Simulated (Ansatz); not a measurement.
The cell was built from the bcc type and relaxed in the same program; it needn't be a known or the stable phase. The listed cell was then made from it by scaling, straining or moving an atom.

Li: DFT, PBE, all-electron PAW with datasets made for the crystal, scalar-relativistic (Ansatz 0.2.0). What sets it apart from a plain run of this crystal: volume scaled by 1.04.

Command: `ansatz run input.yaml --threads 1 --pin off --max-ram 2048MiB --backend cpu --events-out ev --progress --plain --runs-dir out` The run took 1.1 s on 1 thread of Arm Neoverse V2, on a shared host, peak memory 0.24 GiB.

```yaml
crystal:
  lattice:
    - [-1.7403602788, 1.7403602788, 1.7403602788]
    - [1.7403602788, -1.7403602788, 1.7403602788]
    - [1.7403602788, 1.7403602788, -1.7403602788]
  atoms:
    - { symbol: Li, position: [0.0, 0.0, 0.0] }
kpoints:
  mp_grid: { grid: [14, 14, 14] }
scf:
  occupations: { method: fermi_dirac, width: 0.03 }
hamiltonian:
  xc: pbe
  pseudopotentials: { kind: all_electron, datasets: crystal }
output:
  forces: true
  stress: true
  eigenvalues: true
  efg: { contact_densities: true }
```

Output (standing set-up lines are left out):

```
Crystal: 1 atoms, lattice volume = 21.085 Å³
Basis set: ecut = 100 eV, 55 PW (Γ), exchange–correlation on 20×20×20 points (8 copies of the dense FFT grid, shifted against one another)
Space group: Im-3m (ITA 229), of the structure as read, at distance tolerance 2.8e-5 Å
iter 1 solved again at ethr=1.37e-4 eV; its pass at ethr=1.00e-1 eV (dr2=1.37e-3 eV) is discarded
SCF iter   1: F=—  HF=-204.674971 eV  |F-HF|=—  |Δ(HF+E_count)|=         —  Δρ=2.45e-3  dr2=1.44e-3  ethr=1.37e-4  ⟨swp⟩=3.4  Hψ=3536  notcnv=0
preconditioner: auto → none  [metal: Δε(μ)=0.027 eV  Ē_g=10.509 eV  σ=0.030 eV  W_gap=0.22  n_scr=0 (ndim 8)  ℏωp=8.1 eV  f_vac=0.001  D(μ)=0.83/eV (n_scr^D=12)]
SCF iter   2: F=—  HF=-204.680544 eV  |F-HF|=—  |Δ(HF+E_count)|=   5.57e-3  Δρ=1.46e-3  dr2=5.59e-4  ethr=1.37e-4  ⟨swp⟩=2.7  Hψ=1051  notcnv=0
iter 3 solved again at ethr=7.24e-7 eV; its pass at ethr=5.59e-5 eV (dr2=7.24e-6 eV) is discarded
SCF iter   3: F=—  HF=-204.683617 eV  |F-HF|=—  |Δ(HF+E_count)|=   3.07e-3  Δρ=1.60e-4  dr2=7.21e-6  ethr=7.24e-7  ⟨swp⟩=1.6  Hψ=2277  notcnv=0
SCF iter   4: F=—  HF=-204.683624 eV  |F-HF|=—  |Δ(HF+E_count)|=   6.63e-6  Δρ=5.48e-5  dr2=8.56e-7  ethr=7.21e-7  ⟨swp⟩=1.6  Hψ=583  notcnv=0
SCF iter   5: F=-204.683625 eV  HF=-204.683625 eV  |F-HF|=3.48e-10  |Δ(HF+E_count)|=   8.61e-7  Δρ=6.52e-7  dr2=7.90e-11  ethr=8.56e-8  ⟨swp⟩=1.6  Hψ=578  notcnv=0
SCF 1 converged in 5 iterations: F = -204.683624 eV  dr2 = 7.90e-11
  Residual-converged pass: ⟨swp⟩=2.0  Hψ=620  notcnv=0  max |occ|·‖R‖ = 3.5e-6 eV (tolerance 3.7e-6 eV)  dr2=7.95e-11  dr2_onsite=4.04e-10  max |Δocc| = 9.0e-10
  greatest PAW one-centre occupation: 0.112 electrons in one spin orbital (limit 2), on the Li atom at site 0 (counted from 0), in its partial waves of l = 0
SCF converged after 5 iterations
Free energy (F): -204.683624 eV
Harris-Foulkes:  -204.683624 eV  (|F-HF|=3.48e-10)
Internal energy: -204.681367 eV  (E = F + TS)
E sigma→0 (E₀):  -204.682496 eV
Entropy (-TS):   -0.002257 eV (-2.257 meV/atom)
Past the cutoff: the bands carry plane waves up to 1.75 times it, of which those up to 1.5 times it add -0.000039 eV an atom, each by itself; the spheres take 0.000043 eV an atom off the energy for waves past 1.75 times it
By the cutoff:   a pressure is off by up to 0.004 GPa (1.2 times the spheres' own share and the shells' term, over an atom's volume, and 0.004 GPa: a bound that held against runs at twice the plane waves)
Past the cutoffs: a stress includes 0.0000 GPa for waves and charges beyond them, in addition to the slope of what the spheres take
In the spheres:  the bands' charges fall short by 1.2e-6 e at most (sound up to 1e-3)
Fermi energy:    0.772709 eV
--- Per-component energies (eV) ---
  The terms above E_closure are by the made datasets' own strengths, without shells solved beside the bands.
--- Forces (eV/Å), atoms counted from 1 ---
  atom   1  Li     0.00000000    -0.00000000     0.00000000
  max |Σ_I F_I| component: 2.89e-34 eV/Å
--- Stress (GPa, compression-positive) ---
       -0.499168      -0.000000      -0.000000
       -0.000000      -0.499168       0.000000
       -0.000000       0.000000      -0.499168
  P = ⅓ Tr σ = -0.4992 GPa (-4.992 kbar)
--- PAW observables at the nuclei: V_zz in 10²¹ V/m², potentials from the cell's mean, atoms counted from 1 ---
  atom   1  Li V_zz =    +0.000000   η = 0.0000   by run symmetry: forbidden
            electrostatic potential = -161.206382 V   contact ρ = 94.743372 e/Å³
--- Band table (eV; the first three rows and the last of 104) ---
  k-point 0: bands = ["-2.7311", "14.9870", "14.9870"]
  k-point 1: bands = ["-2.6358", "14.3496", "14.5263"]
  k-point 2: bands = ["-2.3496", "12.5640", "13.6039"]
  k-point 103: bands = ["6.1704", "6.1704", "6.1704"]
```
